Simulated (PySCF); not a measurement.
Gas-phase reaction: 2 H3SiPH2 + 2 O + 2 i-Si4H10 = 2 PO + 5 Si2H6

Computed with PySCF and rigid-rotor harmonic-oscillator thermochemistry at 1 bar. † marks an energy on the PBE0/def2-TZVP geometry and frequencies; other levels use their own. MP2 and CCSD(T) freeze the core. 6-31G* has spherical d functions here. Open shells (unrestricted): O (multiplicity 3, electronic degeneracy 9), PO (multiplicity 2, electronic degeneracy 4); the rest are closed-shell singlets. Spin-orbit splitting is ignored; it lowers the true energy and changes the entropy of O, PO. MP2 isn't extrapolated to the basis-set limit; its ΔH°(298 K) is -481.7 kJ in def2-SVP and -564.1 kJ in def2-TZVPP. CCSD(T) isn't extrapolated to the basis-set limit. The harmonic model lacks anharmonicity and excited electronic states, which grow with temperature; levels with a mode under 35 cm⁻¹ are left out. Internal rotation in H3SiPH2, i-Si4H10, Si2H6 is treated as a harmonic vibration of one conformer, which makes the entropy rough.

```json
[
 {"level": "CCSD(T)/def2-SVP†", "ΔE electronic, kJ": "-419", "ΔH°(298 K), kJ": "-427", "ΔS°(298 K), J/K": "117", "ΔG°(1800 K), kJ": "-573"},
 {"level": "HF/6-31G*", "ΔE electronic, kJ": "-121", "ΔH°(298 K), kJ": "-129", "ΔS°(298 K), J/K": "115", "ΔG°(1800 K), kJ": "-274"},
 {"level": "MP2/def2-SVP†", "ΔE electronic, kJ": "-474", "ΔH°(298 K), kJ": "-482", "ΔS°(298 K), J/K": "117", "ΔG°(1800 K), kJ": "-628"},
 {"level": "MP2/def2-TZVPP†", "ΔE electronic, kJ": "-557", "ΔH°(298 K), kJ": "-564", "ΔS°(298 K), J/K": "117", "ΔG°(1800 K), kJ": "-711"},
 {"level": "LDA/def2-TZVP†", "ΔE electronic, kJ": "-637", "ΔH°(298 K), kJ": "-644", "ΔS°(298 K), J/K": "117", "ΔG°(1800 K), kJ": "-791"}
]
```
ΔH° is lowest at LDA/def2-TZVP† and highest at HF/6-31G*. No reference value is set beside these.
